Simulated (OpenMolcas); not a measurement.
**One shape, several levels: [PH2]− (phosphanide)**

We compute a comparison of 6 runs (HF/6-31G, SVWN5/6-31G, UB3LYP/6-31G, r2SCAN/6-31G, ACPF/6-31G, CCSD(T)/6-31G) of [PH2]− (phosphanide). 

The calculation is run with OpenMolcas 26.06.

## (1) Starting point

[PH2]− has 3 atoms, charge -1, and is taken as a singlet. As SMILES, `[PH2-]`. The P1–H3 distance was set to 1.681 Å, away from the relaxed value.

Bond lengths: P1–H2 1.345 Å. A long bond or contact: P1–H3 1.681 Å.

## (2) A single-point energy at HF/6-31G (run 1)

Contents of struct.xyz:

```xyz
3

P      0.774783    -0.192810     0.408862
H      0.381453     1.090990     0.328942
H     -0.604500    -0.696650    -0.410180
```

Contents of mol.inp:

```
* H2P Hartree-Fock
&gateway
baslib=$CurrDir
coord=struct.xyz
basis=6-31G
group=NoSym
&seward
&scf
charge=-1
thresholds=1e-10 1e-07 1e-07 1e-05
prorbitals=1 1
```

The basis set 6-31G is read from a file made from the Basis Set Exchange's data (not shown).

Started as:

```
$ export MOLCAS_MEM=1860
$ pymolcas mol.inp > mol.log
```

What it wrote:

```text
--- Start Module: gateway ---
[...]
--- Stop Module: gateway /rc=_RC_ALL_IS_WELL_ ---
--- Start Module: seward ---
[...]
      Basis functions           17
--- Stop Module: seward /rc=_RC_ALL_IS_WELL_ ---
--- Start Module: scf ---
[...]
       Convergence after  12 Iterations
[...]
::    Total SCF energy                               -341.7929967617
[...]
      Total spin, S                                     0.0000000000
[...]
      Total electronic charge=   18.000000
      Total            charge=   -1.000000
[...]
      Dipole Moment (debye):
      Origin of the operator (angstrom)=    0.7206   -0.1690    0.3814
                   X=  1.1497E-01               Y=  9.4807E-01               Z=  1.6579E-01           Total=  9.6930E-01
      Center of Charge (angstrom)
[...]
--- Stop Module: scf /rc=_RC_ALL_IS_WELL_ ---
[...]
```

Run time: 1.5 s. Hardware: 1 thread of Arm Neoverse V2, shared host; peak memory 0.37 GiB.

## (3) A single-point energy at SVWN5/6-31G (run 2)

struct.xyz is that of step 2.

Contents of mol.inp:

```
&GATEWAY
 BASLIB = $CurrDir
 COORD = struct.xyz
 BASIS = 6-31G
 GROUP = NoSym

&SEWARD
 GRIDINPUT
 Grid=UltraFine
 End of Grid

&SCF
 CHARGE = -1
 KSDFT = SVWN5
 THRESHOLDS = 1e-10 1e-07 1e-07 1e-05
 PRORBITALS = 1 1
```

The basis set 6-31G is read from a file made from the Basis Set Exchange's data (not shown).

Started as:

```
$ export MOLCAS_MEM=1860
$ pymolcas mol.inp > mol.log
```

What it wrote:

```text
--- Start Module: gateway ---
[...]
--- Stop Module: gateway /rc=_RC_ALL_IS_WELL_ ---
--- Start Module: seward ---
[...]
      Basis functions           17
--- Stop Module: seward /rc=_RC_ALL_IS_WELL_ ---
--- Start Module: scf ---
[...]
       Convergence after  15 Iterations
[...]
::    Total KS-DFT energy                            -341.1815847378
[...]
      Total spin, S                                     0.0000000000
[...]
      Total electronic charge=   18.000000
      Total            charge=   -1.000000
[...]
      Dipole Moment (debye):
      Origin of the operator (angstrom)=    0.7206   -0.1690    0.3814
                   X= -3.3923E-01               Y=  1.0149E+00               Z= -7.8860E-02           Total=  1.0730E+00
      Center of Charge (angstrom)
[...]
--- Stop Module: scf /rc=_RC_ALL_IS_WELL_ ---
[...]
```

Wall time 3.6 s (1 thread of Arm Neoverse V2, shared host); peak memory 0.37 GiB.

Runs 3 to 4 aren't shown in full; the table further down has their settings and results.

## (4) A single-point energy at ACPF/6-31G (run 5)

struct.xyz is that of step 3.

Contents of mol.inp:

```
* H2P ACPF

&GATEWAY
 BasLib=$CurrDir
 Coord=struct.xyz
 Basis=6-31G
 Group=NoSym

&SEWARD

&SCF
 Charge=-1
 Thresholds=1e-10 1e-07 1e-07 1e-05
 PrOrbitals=1 1

&MOTRA
 Frozen=5

&GUGA
 Electrons=8
 Spin=1
 Inactive=4
 Active=0
 CIAll=1

&CPF
 ACPF
```

The basis set 6-31G is read from a file made from the Basis Set Exchange's data (not shown).

Started as:

```
$ export MOLCAS_MEM=1860
$ pymolcas mol.inp > mol.log
```

What it wrote:

```text
--- Start Module: gateway ---
[...]
--- Stop Module: gateway /rc=_RC_ALL_IS_WELL_ ---
[...]
      Basis functions           17
[...]
       Convergence after  12 Iterations
[...]
::    Total SCF energy                               -341.7929967617
[...]
      Total spin, S                                     0.0000000000
[...]
      *** WARNING: Default frozen orbitals is overwritten by user input.
      *** Default values:   5
[...]
--- Start Module: guga ---
[...]
--- Stop Module: guga /rc=_RC_ALL_IS_WELL_ ---
--- Start Module: cpf ---
[...]
      Active orbitals                            0       0
[...]
      Spin quantum number                      0.0
[...]
     FINAL ACPF ENERGY        -341.87041616
     FINAL CORRELATION ENERGY   -0.07741940  REFERENCE ENERGY    -341.79299676
[...]
      Title:  ACPF natural orbitals
[...]
      Total electronic charge=   18.000000
      Total            charge=   -1.000000
[...]
      Dipole Moment (debye):
      Origin of the operator (angstrom)=    0.7206   -0.1690    0.3814
                   X= -1.6333E-01               Y=  9.1783E-01               Z=  8.2265E-03           Total=  9.3228E-01
      Quadrupole Moment (debye*angstrom):
[...]
--- Stop Module: cpf /rc=_RC_ALL_IS_WELL_ ---
[...]
```

Wall time 1.7 s (1 thread of Arm Neoverse V2, shared host); peak memory 0.37 GiB.

## (5) A single-point energy at CCSD(T)/6-31G (run 6)

struct.xyz is that of step 4.

Contents of mol.input:

```
&GATEWAY
  BasLib
  $CurrDir
  Coord
  struct.xyz
  Basis
  6-31G
  Group
  NoSym

&SEWARD

&SCF
  Charge
  -1
  Thresholds
  1e-10 1e-07 1e-07 1e-05
  PrOrbitals
  1 1

&RASSCF
  FileOrb
  $Project.ScfOrb
  Spin
  1
  Nactel
  0 0 0
  Inactive
  9
  Ras2
  0
  OutOrbitals
  Canonical
  OrbListing
  Nothing

&MOTRA
  JobIph
  Frozen
  5

&CCSDT
  CCT
  Triples
  2
  Iterations
  80
  Accuracy
  1e-08
  Extrapolation
  5 4
```

The basis set 6-31G is read from a file made from the Basis Set Exchange's data (not shown).

Started as:

```
$ export MOLCAS_MEM=1860
$ pymolcas mol.input > mol.log
```

What it wrote:

```text
--- Start Module: gateway ---
[...]
--- Stop Module: gateway /rc=_RC_ALL_IS_WELL_ ---
[...]
      Basis functions           17
[...]
       Convergence after  12 Iterations
[...]
::    Total SCF energy                               -341.7929967617
[...]
      Total spin, S                                     0.0000000000
[...]
      Number of active orbitals                  0
[...]
      Spin quantum number                      0.0
[...]
      Active orbitals                            0
[...]
      Number of CSFs                             1
[...]
      Number of root(s) required                 1
[...]
      Convergence after  4 iterations
[...]
      Natural orbitals and occupation numbers for root  1
      ************************************************************************************************************************
      *                                                    Final results                                                     *
      ************************************************************************************************************************
[...]
::    RASSCF root number  1 Total energy:   -341.79299676
[...]
      Total electronic charge=   18.000000
      Total            charge=   -1.000000
[...]
      Dipole Moment (debye):
      Origin of the operator (angstrom)=    0.7206   -0.1690    0.3814
                   X=  1.1497E-01               Y=  9.4807E-01               Z=  1.6579E-01           Total=  9.6930E-01
      Center of Charge (angstrom)
[...]
--- Start Module: motra ---
[...]
      *** WARNING: Default frozen orbitals is overwritten by user input.
      *** Default values:   5
[...]
--- Stop Module: motra /rc=_RC_ALL_IS_WELL_ ---
--- Start Module: ccsdt ---
[...]
      Convergence after                    10  Iterations
      Total energy (diff) :    -341.86995046       0.00000000
[...]
 METHOD                       : CCSD+T(CCSD)+<T3(1)WT1> = CCSD(T)
[...]
       CCSD     =      -341.8699504610829
[...]
--- Stop Module: ccsdt /rc=_RC_ALL_IS_WELL_ ---
[...]
```

Run time: 2.1 s. Hardware: 1 thread of Arm Neoverse V2, shared host; peak memory 0.37 GiB.

## (6) All runs side by side

```
run          level  integration grid  scramble  energy (Eh)  HOMO energy (eV)  LUMO energy (eV)  HOMO–LUMO gap (eV)  wall time
  1       HF/6-31G                 –         –  -341.792997             -0.90             10.26               11.16      1.5 s
  2    SVWN5/6-31G         UltraFine         –  -341.181585              2.72              6.00                3.28      3.6 s
  3   UB3LYP/6-31G         UltraFine      0.25  -342.492415              1.91              6.80                4.89      5.4 s
  4   r2SCAN/6-31G         UltraFine         –  -342.441916              2.47              6.25                3.78      4.5 s
  5     ACPF/6-31G                 –         –  -341.870416             -0.90             10.26               11.16      1.7 s
  6  CCSD(T)/6-31G                 –         –  -341.870802             -0.90             10.26               11.16      2.1 s
```

## (7) Results

```
                                                    quantity          value
                                         run 6: total energy  -341.87080 Eh
                  run 6: HOMO energy (Hartree–Fock orbitals)       -0.90 eV
                  run 6: LUMO energy (Hartree–Fock orbitals)       10.26 eV
run 6: HOMO–LUMO gap (to an unbound level, set by the basis)       11.16 eV
          run 6: correlation energy (5 core orbitals frozen)      -77.8 mEh
                                       run 6: (T) correction      -0.85 mEh
```

What this shows: Below the HF energy at the same shape and in the same basis (6-31G): ACPF -77.4 mEh; CCSD(T) -77.8 mEh. Over runs 1, 2, 3, 4 the HOMO–LUMO gap runs from 3.28 eV (SVWN5/6-31G) to 11.16 eV (HF/6-31G). Exact exchange widens orbital gaps. The empty levels of an anion lie above zero and hang on the basis. Totals of different functionals can't be ranked against each other. In runs 2, 3, 4 the HOMO lies above zero, so the outermost electron may be held by the basis alone. All runs together took 19 s, the longest 5.4 s.
